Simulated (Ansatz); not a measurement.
Reaction (SMILES): N (NH3) → [NH2] (NH2) + H atom
B3LYP-D3(BJ)/def2-TZVP geometries, fixed; electronic energies without zero-point terms.

How fast the bond dissociation energy converges with the basis for several methods (Ansatz, a quantum-chemistry and plane-wave program): deviation from each method's own reference, in kcal/mol. References: CCSD(T) 115.38 kcal/mol, Hartree-Fock in aug-cc-pVQZ plus the correlation part extrapolated as X^-3 from aug-cc-pVTZ and aug-cc-pVQZ; HF 83.46 kcal/mol, the value in aug-pcseg-3; MP2 117.75 kcal/mol, Hartree-Fock in aug-cc-pVQZ plus the correlation part extrapolated as X^-3 from aug-cc-pVTZ and aug-cc-pVQZ; PBE 113.34 kcal/mol, the value in pcseg-4; PBE0 112.00 kcal/mol, the value in pcseg-4; r2SCAN 110.92 kcal/mol, the value in pcseg-4. Cartesian d functions, on some or all atoms, in 6-31G*, 6-31+G*, 6-31G**; all else is spherical. In correlated methods cores are frozen. Open shells are unrestricted. No added dispersion term, no relativity. 

| basis | functions | CCSD(T) | HF | MP2 | PBE | PBE0 | r2SCAN |
|---|---|---|---|---|---|---|---|
| STO-3G | 8 | -9.49 | 10.64 | -13.50 | 8.73 | 9.21 | 8.19 |
| 6-31G | 15 | -15.39 | -1.18 | -17.00 | -2.19 | -1.82 | -1.69 |
| 3-21G | 15 | -16.53 | -2.22 | -18.67 | -3.09 | -2.74 | -2.60 |
| 6-31G* | 21 | -13.65 | -2.83 | -14.18 | -3.08 | -2.91 | -3.40 |
| 6-31+G* | 25 | -11.92 | -1.52 | -12.14 | -1.16 | -1.25 | -1.78 |
| cc-pVDZ | 29 | -8.81 | -2.38 | -9.89 | -3.01 | -2.84 | -2.78 |
| pcseg-1 | 29 | -7.52 | -0.80 | -8.45 | -2.37 | -1.94 | -1.78 |
| def2-SVP | 29 | -6.85 | -0.57 | -8.05 | -1.82 | -1.46 | -1.59 |
| 6-31G** | 30 | -7.14 | -0.32 | -7.97 | -0.90 | -0.68 | -0.75 |
| aug-cc-pVDZ | 50 | -6.14 | -1.21 | -6.69 | -1.28 | -1.28 | -1.23 |
| jun-cc-pV(T+d)Z | 81 | -2.23 | -0.25 | -2.61 | -0.06 | -0.11 | -0.14 |
| aug-pcseg-2 | 115 | -1.77 | 0.04 | -2.09 | 0.04 | 0.06 | -0.01 |

Mean absolute deviation over jun-cc-pV(T+d)Z, aug-pcseg-2: PBE 0.05, r2SCAN 0.08, PBE0 0.09, HF 0.14, CCSD(T) 2.00, MP2 2.35 kcal/mol.
